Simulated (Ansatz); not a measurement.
# C3H4: the cost of one run

Computed with Ansatz 0.2.0 (the levels named in each step, unless a step's input says otherwise).

## (1) The system as given

Bond lengths: C1–C2 1.300 Å, C2–C3 1.300 Å, C1–H4 1.090 Å, C1–H5 1.090 Å, C3–H6 1.090 Å, C3–H7 1.090 Å. Angles: C1–C2–C3 179.9°, C2–C1–H4 123.3°, C2–C1–H5 123.4°, H4–C1–H5 113.4°, C2–C3–H6 123.3°, C2–C3–H7 123.4°, H6–C3–H7 113.4°.

Coordinates:

```xyz
7

C     1.2592   -0.1094   -0.3052
C    -0.0001   -0.0001   -0.0009
C    -1.2591    0.1093    0.3056
H     1.6200   -0.6777   -1.1625
H     2.0576    0.3580    0.2705
H    -1.9004    0.9045   -0.0746
H    -1.7773   -0.5849    0.9666
```

## (2) A rough first relaxation, PBE-D4/def2-SVP

This run stands in another session on the same molecule. It ended at:

```xyz
7

C     1.2838   -0.1101   -0.3119
C    -0.0002    0.0000   -0.0009
C    -1.2841    0.1103    0.3104
H     1.6060   -0.3922   -1.3379
H     2.0778    0.0706    0.4452
H    -1.9828    0.6971   -0.3250
H    -1.7005   -0.3759    1.2195
```

## (3) Relaxation, PBE0-D4/def2-TZVPP

This run stands in another session on the same molecule. It ended at:

```xyz
7

C     1.2684   -0.1102   -0.3076
C     0.0000   -0.0001    0.0002
C    -1.2684    0.1101    0.3076
H     1.5777   -0.3877   -1.3173
H     2.0440    0.0732    0.4385
H    -1.9489    0.6881   -0.3209
H    -1.6730   -0.3735    1.1989
```

## (4) Frequencies, PBE0-D4/def2-TZVPP

input.yaml

```yaml
crystal:
  periodic: [false, false, false]
  atoms:
    - { symbol: C, position_ang: [1.26837422, -0.11018547, -0.30763425] }
    - { symbol: C, position_ang: [4.683e-05, -0.00013249, 0.00019301] }
    - { symbol: C, position_ang: [-1.26836869, 0.11010721, 0.30759445] }
    - { symbol: H, position_ang: [1.5777368, -0.38771957, -1.31726372] }
    - { symbol: H, position_ang: [2.04400696, 0.07315443, 0.43853889] }
    - { symbol: H, position_ang: [-1.9488756, 0.68807107, -0.32085465] }
    - { symbol: H, position_ang: [-1.6729805, -0.37345519, 1.19891629] }
magnetization:
  spin_polarized: true
  initial_magnetization: 1
total_charge: 1
basis:
  gaussian: { orbitals: def2-TZVPP }
hamiltonian:
  xc: pbe0
  dispersion: d4
phonons: {}
```

Command:

```sh
> ansatz run input.yaml --threads 4 --pin off --max-ram 10240MiB --backend cpu --events-out ev --progress --plain --runs-dir out
```

What time and memory should one allow on 4 threads of Intel Xeon at 2.70GHz, shared host?

About 53 s, with a peak of 0.27 GiB.
